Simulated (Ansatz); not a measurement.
Chalcopyrite ZnSnSb2 (cell taken from a computed entry), treated with r²SCAN in Ansatz (plane waves, PAW).

Numerical settings: plane-wave cutoff 560 eV, 12×12×12 k mesh, Fermi–Dirac smearing 0.05 eV, scalar-relativistic PAW data made under PBE.

Cell (relaxed with PBEsol):

```cif
data_Sb4Sn2Zn2
_chemical_formula_sum 'Zn2 Sn2 Sb4'
_space_group_name_H-M_alt 'P 1'
_space_group_IT_number 1
_cell_length_a 7.70891
_cell_length_b 7.70891
_cell_length_c 7.70891
_cell_angle_alpha 131.985
_cell_angle_beta 131.985
_cell_angle_gamma 70.253
loop_
_space_group_symop_operation_xyz
  'x, y, z'
loop_
_atom_site_label
_atom_site_type_symbol
_atom_site_fract_x
_atom_site_fract_y
_atom_site_fract_z
_atom_site_occupancy
Zn1 Zn 0.00000 0.00000 0.00000 1
Zn2 Zn 0.75000 0.25000 0.50000 1
Sn1 Sn 0.50000 0.50000 0.00000 1
Sn2 Sn 0.25000 0.75000 0.50000 1
Sb1 Sb 0.65299 0.62500 0.52799 1
Sb2 Sb 0.37500 0.90299 0.02799 1
Sb3 Sb 0.09701 0.12500 0.47201 1
Sb4 Sb 0.87500 0.34701 0.97201 1
```

Problem. Give the computed band gap.

Solution. 
band gap: 0.25 eV (on the SCF k mesh)

Measured, for comparison: band gap 0.4 eV (temperature not stated, not corrected to a static lattice; as tabulated in Kim et al. (2020), doi:10.1038/s41597-020-00723-8).

Note: cell and atoms aren't relaxed at this level (largest force component 0.07 eV/Å, pressure 0.8 GPa).

Spin–orbit coupling is not included; it can close the smallest gap of 0.25 eV.

Computed values are for the static lattice.

Ansatz is a quantum-chemistry and plane-wave program.
